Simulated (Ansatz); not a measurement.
Species: CH$_{3}$O, charge 1, singlet. CH3O+ (SMILES C=[OH+]).
B3LYP-D3(BJ)/def2-TZVP minimum from Ansatz (a program for electronic structure):
```xyz
5

O     -0.0979    -0.1422     0.5992
C      0.1102     0.0465    -0.6131
H      0.0911     1.0460    -1.0519
H      0.3117    -0.8456    -1.2054
H     -0.2809     0.6582     1.1425
```
Charge +1, spin multiplicity 1.

Hartree-Fock and MP2 correlation energies in hartree (Ansatz). Radicals and triplets start from unrestricted determinants; spin-orbit coupling is neglected. Cores are frozen in correlated methods. No relativity.

```tsv
basis	X	E(HF)	E(corr, MP2)
cc-pVTZ	3	-114.20827	-0.38113
cc-pVQZ	4	-114.21666	-0.40831
cc-pV5Z	5	-114.21870	withheld
```

Problem. Fit E(corr) = E∞ + A/X³ to X = 3 and 4, predict X = 5, and compare with the run.

Solution. A = (-0.38113 - (-0.40831))/(1/27 - 1/64) = 1.2694; E∞ = -0.40831 - A/64 = -0.42814; at X = 5, E∞ + A/125 = -0.41799. The run gave -0.41906, 1.07 mEh below the prediction. The same form on X = 4 and 5 gives E∞ = -0.43034, 2.19 mEh below the first estimate.
